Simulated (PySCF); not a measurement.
# C5H8: the cost of one run

Programs: PySCF 2.14.0, with density-fitted response routines of our own. Each step states its level of theory. These are calculated values for one molecule in the gas phase, unless marked as measured. Atoms are numbered from 0 throughout.

### 1 The molecule as given

13 atoms, charge 0, multiplicity 1; geometry from: MMFF94s.

Bonds of the start (Å): C0–C1 1.34, C1–C2 1.50, C2–C3 1.50, C3–C4 1.34, C0–H5 1.09, C0–H6 1.09, C1–H7 1.09, C2–H8 1.10, C2–H9 1.10, C3–H10 1.09, C4–H11 1.09, C4–H12 1.09.

### 2 Relaxing the molecule at PBE0-D3(BJ)/def2-SVP

The job: settings as JSON, then the geometry in Å.

```
{"job": {"xc": "PBE0", "basis": "def2-SVP", "d3": "d3bj", "grid": 1, "kind": "geom"}, "charge": 0, "multiplicity": 1}
C      2.323023     0.160369     0.432154
C      1.157440     0.458773    -0.156861
C      0.055142    -0.528644    -0.406845
C     -1.189704    -0.149474     0.340906
C     -2.356640     0.161950    -0.238613
H      2.546585    -0.843047     0.780769
H      3.081037     0.923544     0.579591
H      0.982316     1.479388    -0.491876
H     -0.134332    -0.574063    -1.485974
H      0.354538    -1.537068    -0.097124
H     -1.121914    -0.141170     1.427135
H     -2.475846     0.165036    -1.317565
H     -3.221645     0.424405     0.362752
```

Run with:

```
> OMP_NUM_THREADS=1 python probes_run.py task.json out
```

This one command runs all jobs of the session in turn.

Q: Estimate the wall time and peak memory of this first job on 1 thread of Intel Xeon at 2.60GHz, shared host.

About 21 s, with a peak of 0.44 GiB.
